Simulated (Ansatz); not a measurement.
# Forces on a displaced structure

AlHSCl (SMILES [S][AlH][Cl]), doublet, displaced at random from a GFN2-xTB minimum.

```
4
angstrom
S -0.9723 0.4561 1.9253
Al 0.1323 0.0542 -0.0803
Cl -0.4365 -1.5934 -1.3241
H 1.3027 1.0842 -0.4957
```

Computed with Ansatz 0.2.0 (basis: def2-TZVPP); correlated methods freeze the cores; orbitals are unrestricted.

CCSD(T) forces from the calculation:
```json
{"atom": "S1", "Fx": "0.714", "Fy": "-0.346", "Fz (eV/Å)": "-1.374"}
{"atom": "Al2", "Fx": "-0.445", "Fy": "0.206", "Fz (eV/Å)": "0.731"}
{"atom": "Cl3", "Fx": "0.192", "Fy": "0.604", "Fz (eV/Å)": "0.509"}
{"atom": "H4", "Fx": "-0.461", "Fy": "-0.464", "Fz (eV/Å)": "0.134"}
```

Problem. Which atom feels the largest CCSD(T) force, and how large is it?

Solution. S1, 1.59 eV/Å, along (0.45, -0.22, -0.87).

Root-mean-square difference of the force components from those of CCSD(T): PBE0-D4 0.054; wB97M-V 0.056; r2SCAN-D4 0.042; PBE-D4 0.097; BHLYP-D4 0.096; SPW92 0.145 eV/Å.

No T1 diagnostic of these runs exceeds 0.012. ⟨S²⟩ of the unrestricted Hartree–Fock references: 0.76 (a pure state has 0.75).

For scale, one of the runs: CCSD(T)/def2-TZVPP forces, 140 basis functions (an equivalent command: `ansatz run in.yaml --threads 4`). The run took 120 s on 4 CPU threads (shared host), with 2.7 GiB of host memory at its peak.
